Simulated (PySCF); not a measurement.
Simulated outer-valence photoelectron spectrum of `FC(F)C1C=C1`. Method used: EOM-IP-CCSD/aug-cc-pVDZ in PySCF, restricted Hartree–Fock reference, frozen core, non-relativistic, gas phase, PBE0-D3(BJ)/def2-SVP geometry.

Each root has a Gaussian of 0.4 eV full width with its one-hole share as area; cross sections and vibrations are left out, and the highest printed point is 100.

(ionisation energy (eV), intensity): (9.8, 0), (10.0, 5), (10.2, 34), (10.4, 55), (10.6, 22), (10.8, 2), (11.0, 2), (11.2, 21), (11.4, 54), (11.6, 34), (11.8, 5), (12.0, 0), (12.2, 3), (12.4, 27), (12.6, 55), (12.8, 30), (13.0, 24), (13.2, 54), (13.4, 35), (13.6, 6), (13.8, 1), (14.0, 9), (14.2, 43), (14.4, 48), (14.6, 18), (14.8, 39), (15.0, 100), (15.2, 74), (15.4, 15), (15.6, 1), (15.8, 0), (16.0, 1), (16.2, 10), (16.4, 44), (16.6, 47), (16.8, 12), (17.0, 1)

Where are the maxima, and how many lines lie under the curve?

7 maxima, at 10.4, 11.4, 12.6, 13.2, 14.3, 15.1 and 16.5 eV, from 8 lines. At this width some lines have no maximum of their own.

List the lines with their holes.

```csv
E (eV),leading hole (HF orbital),area,Koopmans (eV)
10.37,HOMO,0.97,10.49
11.44,HOMO-1,0.96,12.25
12.60,HOMO-2,0.95,13.95
13.24,HOMO-3,0.96,14.45
14.32,HOMO-4,0.95,16.87
15.01,HOMO-5,0.95,17.07
15.10,HOMO-6,0.94,17.86
16.51,HOMO-7,0.94,18.37
```

The widest gap, 1.41 eV, lies between 15.10 and 16.51 eV. Only orbitals with −ε under 21 eV, eight at most, were ionised, so the high end of the curve may lack lines.

Conformer computed: `[F:1][CH:2]([F:3])[CH:4]1[CH:5]=[CH:6]1`: F1–C2–C4–C5 -151°.

One conformer stands for the species.
